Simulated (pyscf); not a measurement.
Addition across a multiple bond or ene-type step: `[O]=[B][OH]` + `[CH4]` -> `[CH3][O][BH][OH]`

Gas phase, singlet surface, charge 0. Bonds broken: C5–H6. Bonds formed: B2–H6, O3–C5. Optimised with ωB97X-D3(BJ)/def2-SVP in PySCF. Correlated levels are frozen-core, on RHF or UHF. ΔMP2 is the change of the MP2 total energy from the triple- to the quadruple-zeta basis.

Transition state (Å):

```xyz
9

O      1.3088    -0.4379    -0.8323
B      1.1605    -0.2504     0.5263
O      1.5356     0.7088     1.3020
H      1.0161    -1.3006    -1.1414
C     -0.4922     0.1718     1.4954
H      0.4655    -1.1518     1.1344
H     -0.4312    -0.1263     2.5437
H     -1.2615    -0.3638     0.9266
H     -0.5600     1.2531     1.3505
```

One imaginary mode, 1099i cm⁻¹; descent along it reached the two sides named, in the forms told below.

```
bond   change  reactant side (Å)  saddle  product side
-----  ------  -----------------  ------  ------------
C5–H6  breaks              1.102   1.673           2.7
B2–H6   forms                3.3   1.290         1.218
O3–C5   forms                4.4   2.107         1.408
```

Electronic energies relative to the separated reactants (kcal/mol):

```json
[
 {"level": "ωB97X-D3(BJ)/def2-TZVP", "barrier": "85.3", "reaction energy": "-3.2", "reverse barrier": "88.5"},
 {"level": "PBE/def2-TZVP", "barrier": "76.1", "reaction energy": "+0.2", "reverse barrier": "75.9"},
 {"level": "r²SCAN/def2-TZVP", "barrier": "79.2", "reaction energy": "-1.4", "reverse barrier": "80.6"},
 {"level": "B3LYP-D3(BJ)/def2-TZVP", "barrier": "83.7", "reaction energy": "-0.1", "reverse barrier": "83.8"},
 {"level": "PBE0-D3(BJ)/def2-TZVP", "barrier": "81.0", "reaction energy": "-3.8", "reverse barrier": "84.8"},
 {"level": "M06-2X/def2-TZVP", "barrier": "86.3", "reaction energy": "-3.7", "reverse barrier": "90.1"},
 {"level": "ωB97M-D3(BJ)/def2-TZVP", "barrier": "85.2", "reaction energy": "-0.7", "reverse barrier": "85.8"},
 {"level": "HF/def2-TZVP", "barrier": "106.1", "reaction energy": "-1.6", "reverse barrier": "107.7"},
 {"level": "MP2/def2-QZVPP", "barrier": "87.3", "reaction energy": "+1.4", "reverse barrier": "85.8"},
 {"level": "CCSD/def2-TZVPP", "barrier": "89.5", "reaction energy": "-1.5", "reverse barrier": "91.1"},
 {"level": "CCSD(T)/def2-TZVPP", "barrier": "84.9", "reaction energy": "-1.1", "reverse barrier": "86.0"},
 {"level": "CCSD(T)/def2-TZVPP + ΔMP2(QZVPP)", "barrier": "84.8", "reaction energy": "-0.9", "reverse barrier": "85.8"}
]
```

With CCSD(T)/def2-TZVPP + ΔMP2(QZVPP) energies and thermal terms (ideal gas, 1 atm, RRHO with modes under 100 cm⁻¹ raised to 100, one conformer, R ln 2 for chiral ones without a mode under 150 cm⁻¹), in kcal/mol:

```tsv
T (K)	ΔH‡	ΔG‡	ΔH	ΔG
298	84.2	93.6	+1.5	+11.0
600	84.4	103.1	+1.6	+20.6
900	85.1	112.3	+2.4	+30.0
1200	85.9	121.2	+3.4	+39.1
```

On the product side the descent ends in a point that may be a rotor saddle (no frequency run), 1.3 kcal/mol over the lowest minimum found and 87.2 kcal/mol under the saddle at ωB97X-D3(BJ)/def2-TZVP. The same reactants have a lower exit, to H₃C–B(OH)–OH (barrier +44.8 kcal/mol at ωB97M-D3(BJ)/def2-TZVP, against +85.2 kcal/mol here). This is the saddle that the search found; another between the same sides may lie lower. The CCSD(T) − MP2 part came from Ansatz, without density fitting, on the same reference.
